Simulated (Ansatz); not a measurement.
Consider the silylene loss: `[SiH3]P` → PH₃ + `[SiH2]`.

Gas-phase electronic energies from Ansatz, PBE0-D4/def2-TZVP geometries. CCSD(T)/CBS is extrapolated from def2-TZVPP and def2-QZVPP, frozen cores. Functionals use def2-TZVPP.

(1) Is it downhill or uphill in electronic energy at CCSD(T)/CBS, and by how much? (Estimate.)

(2) What do these levels give: CAM-B3LYP-D4, CAM-B3LYP, MP2/def2-TZVPP, HF/def2-QZVPP, HF/CBS(def2), MP2/cc-pV(Q+d)Z? (Estimate.)

Largest T1 diagnostic among the species: 0.014.

Answers

(1) The calculation gave: Uphill: ΔE = +61.7 kcal/mol.

(2) The calculation gave: CAM-B3LYP-D4 60.9, CAM-B3LYP 59.5, MP2/def2-TZVPP 63.7, HF/def2-QZVPP 55.6, HF/CBS(def2) 55.6, MP2/cc-pV(Q+d)Z 65.0 kcal/mol.

From BLYP to BHLYP (50 % exact exchange), in def2-TZVPP and without D4, ΔE moves by +5.1 kcal/mol. At CCSD(T), def2-SVP lies −6.0 kcal/mol from the extrapolated value and def2-TZVPP −2.7 kcal/mol.
